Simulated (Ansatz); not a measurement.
The cluster C₂H₃⁺ (the lowest singlet isomer of a short search) was relaxed with PBE0-D4 (def2-TZVP) in Ansatz in these states: charge +1 quintet, charge +1 singlet, charge +1 triplet. The geometries follow in no particular order.

A:

```xyz
5

C     0.486   -0.118    0.371
C    -1.002   -0.138    0.564
H    -1.767    0.092   -0.175
H     1.127   -0.547   -0.561
H     1.157    0.711   -0.199
```

B:

| atom | x (Å) | y (Å) | z (Å) |
| --- | --- | --- | --- |
| C1 | 0.213 | -0.384 | 0.211 |
| C2 | -0.332 | 0.603 | -0.330 |
| H3 | -0.806 | 1.457 | -0.798 |
| H4 | 0.899 | -0.266 | 1.066 |
| H5 | 0.026 | -1.410 | -0.149 |

C:

```xyz
5

C    -0.403   -0.147    0.282
C     0.874   -0.004   -0.241
H     1.362    0.564   -1.030
H    -0.584   -0.827    1.117
H    -1.249    0.414   -0.129
```

Question: Judge from the bond lengths which geometry belongs to which state (an estimate).

Answer: A is the charge +1 quintet (C1–C2 1.501 Å, C1–H4 1.209 Å, C1–H5 1.210 Å); B is the charge +1 singlet (C1–C2 1.251 Å, C1–H4 1.102 Å, C1–H5 1.102 Å); C is the charge +1 triplet (C1–C2 1.387 Å, C1–H4 1.092 Å, C1–H5 1.095 Å).

At PBE0-D4/def2-TZVP a singlet lies 7.57 eV below the charge +1 quintet. At PBE0-D4/def2-TZVP a singlet lies 1.74 eV below the charge +1 triplet. These are the stationary points nearest to one start from a short search; other shapes may lie lower in each state.
